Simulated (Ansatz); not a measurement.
Harmonic frequencies (cm⁻¹) at PBE0-D4/def2-TZVP from Ansatz: 121, 141, 185, 267, 298, 382, 456, 528, 786, 828, 960, 973, 1011, 1059, 1071, 1099, 1140, 1247, 1363, 1403, 1412, 1414, 1461, 1470, 1473, 1481, 1488, 1488, 1764, 3028, 3035, 3038, 3079, 3083, 3084, 3129, 3132, 3147, 3155.

Which molecule is it?
A. `CC=C(C)C`
B. `C/C=C/CC`
C. `C/C=C\CC`
D. `CC1(C)CC1`

A.
